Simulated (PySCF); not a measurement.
Compound: C₃H₃FO.
Numbering: `[CH2:1]=[CH:2][C:3](=[O:4])[F:5]` (hydrogens: H6, H7 on C1; H8 on C2)

Theory: PBE0-D3(BJ)/def2-SVP geometry optimisation, gas phase in PySCF 2.14.0.

Task: What internal coordinates does the optimisation give?

Result: 
| bond | length (bohr) |
| --- | --- |
| C1=C2 | 2.522 |
| C2–C3 | 2.788 |
| C3=O4 | 2.242 |
| C3–F5 | 2.532 |
| C1–H6 | 2.067 |
| C1–H7 | 2.065 |
| C2–H8 | 2.065 |

A selection of angles:
| angle | degrees |
| --- | --- |
| C2–C1–H6 | 120.1 |
| C2–C1–H7 | 121.5 |
| H6–C1–H7 | 118.4 |
| C1–C2–C3 | 120.2 |
| C1–C2–H8 | 122.6 |
| C3–C2–H8 | 117.2 |
| C2–C3–O4 | 128.1 |
| C2–C3–F5 | 111.0 |
| O4–C3–F5 | 120.9 |

Torsions: C1–C2–C3–O4 0° (synperiplanar).

The 2 C–C bonds span 1.335 Å (C1=C2, drawn double) to 1.476 Å (C2–C3, drawn single), a spread of 0.141 Å. Of the pairs four or more bonds apart, O4···H6 is among the closest relative to their van der Waals radii: 2.61 Å, 96 % of the sum of Bondi's values. The 5 heavy atoms lie in one plane (0.003 Å rms).

Point group: Cs (every atom within 0.08 Å of its image). No PBE0-D3(BJ)/def2-SVP frequencies stand behind this structure, so it isn't proved a minimum. The numbers are those of one conformer.
